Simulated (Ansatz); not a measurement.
Compare A (`C=C=S`) with its isomer B (`C#CS`).

Computed with Ansatz on PBE0-D4/def2-TZVP structures; ΔE is electronic, products minus reactants. CCSD(T)/CBS is frozen-core, at the limit of the def2 triple- and quadruple-zeta sets. DFT in def2-TZVPP. B3LYP here is the variant with VWN-RPA as its local correlation; programs differ in this. One conformer a species, not always the lowest.

(1) Which isomer does CCSD(T)/CBS put lower? Give the gap. (Best estimate.)

(2) Give E(B) − E(A) in kcal/mol with B3LYP-D4, BLYP-D4, MP2/def2-TZVPP, CCSD(T)/def2-TZVPP, B3LYP, PBE-D4, LDA (SPW92). (Best estimate.)

(3) Does the order hold for the free energy at 298.15 K (harmonic terms from PBE0-D4)? (Best estimate.)

Largest T1 diagnostic: 0.017.

## Answers

(1) The calculation gave: A, by 15.1 kcal/mol.

(2) Computed: B3LYP-D4 19.1, BLYP-D4 20.6, MP2/def2-TZVPP 15.1, CCSD(T)/def2-TZVPP 16.1, B3LYP 19.1, PBE-D4 20.9, LDA (SPW92) 20.9. None reverses the order clearly.

(3) Computed: Yes: G(B) − G(A) = +13.2 kcal/mol, for one conformer each.

In def2-TZVPP, CCSD(T) changes the Hartree–Fock value by +2.6 kcal/mol (the triples alone add +1.3 kcal/mol) and MP2 by +1.6 kcal/mol. From r2SCAN to r2SCAN0 (25 % exact exchange), in def2-TZVPP and without D4, E(B) − E(A) moves by −1.9 kcal/mol.
